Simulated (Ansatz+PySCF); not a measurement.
The numbers below are computed, except where a source is named.
This PySCF input gave a total energy of -39.01419 hartree.

```python
from pyscf import gto, scf, mp

mol = gto.M(atom="""
C 0.000000 0.000000 0.000000
H 1.581000 0.000000 0.000000
H -0.545170 0.944270 0.000000
H -0.545170 -0.944270 0.000000
""", basis='sto-3g', charge=0, spin=1)
mf = scf.UHF(mol)
mf.kernel()
pt = mp.MP2(mf, frozen=1).run()
print(mf.e_tot, pt.e_corr, pt.e_tot)
```

Question: Write an input for Ansatz with the same method and basis set.

Answer:

```yaml
crystal:
  periodic: [false, false, false]
  atoms:
    - { symbol: C, position_ang: [0.0, 0.0, 0.0] }
    - { symbol: H, position_ang: [1.581, 0.0, 0.0] }
    - { symbol: H, position_ang: [-0.54517, 0.94427, 0.0] }
    - { symbol: H, position_ang: [-0.54517, -0.94427, 0.0] }
basis:
  gaussian: { orbitals: STO-3G }
magnetization:
  spin_polarized: true
  initial_magnetization: 1
hamiltonian:
  xc: hf
correlation:
  method: mp2
  frozen_orbitals: { C: 1, H: 0 }
scf:
  omitted_lower_state_checks: [stability, starts, atomic_configurations, cluster_reference, orbital_swaps, given_window_search, neighbouring_geometries, increment]
```

Ansatz (development build ahead of 0.2.0) gave -39.01419 hartree, 0.00 meV from the first. Caution: bonds are stretched, where a single reference can fail; the unrestricted determinant is spin contaminated.
